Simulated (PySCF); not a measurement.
## Structure from NMR data

The spectra below were simulated for a compound C5H10.

1H NMR (400 MHz, computed): δ 6.20 (m, 1H), 5.37 (m, 1H), 5.20 (m, 1H), 2.02 (m, 2H), 1.36 (m, 2H), 1.07 (t, 3H).

13C{1H} NMR (computed): δ 148.9 (CH), 120.2 (CH2), 43.8 (CH2), 29.0 (CH2), 17.3 (CH3).

All values are calculated (PySCF): geometry: GFN2-xTB, shieldings: GIAO PBE0/pcSseg-1. Non-relativistic Hamiltonian, equivalent nuclei averaged, in vacuum, single conformer.

Shifts are taken against calculated references (same method and geometry level): 1H and 13C vs TMS.

What is the structure?

Results:


1. Rings plus π bonds: 1 (no ring in the answer).
2. 5 carbon signals for 5 carbons: no two carbons are equivalent.
3. Carbon types of the structure: 1 × CH, 3 × CH2, 1 × CH3, which accounts for all hydrogens.
4. δC 148.9: alkene CH; an sp2 carbon of a C=C bond.
5. δC 120.2: terminal =CH2 carbon; as expected for a trigonal carbon in a double bond.
6. δC 29.0: sp3 CH2; aliphatic region, no heteroatom directly attached.
7. δH 6.20: hydrogen on an alkene CH; a vinylic proton, deshielded by the sp2 carbon and the C=C anisotropy.
8. δH 5.37, 5.20: hydrogen on a terminal =CH2 carbon; a vinylic proton, deshielded by the sp2 carbon and the C=C anisotropy.
9. δH 2.02: hydrogen on an allylic sp3 CH2; allylic position.
10. δH 1.07: hydrogen on a methyl carbon; far from electronegative atoms and π systems.

The compound is 1-pentene (C=CCCC).

This is the structure that produced the data.

Shifts are as computed. Against solution values, carbons near 30 ppm lie about +3 ppm off and those near 130 ppm about +5 ppm. Of 246 compounds with measured shifts, 49 miss one by over three times the rms of a fit or turn the order of signals round; such compounds aren't used in these exercises. Multiplicities follow the n + 1 count of equivalent neighbours, as no J values were calculated; m marks all less simple cases, F and P coupling included.
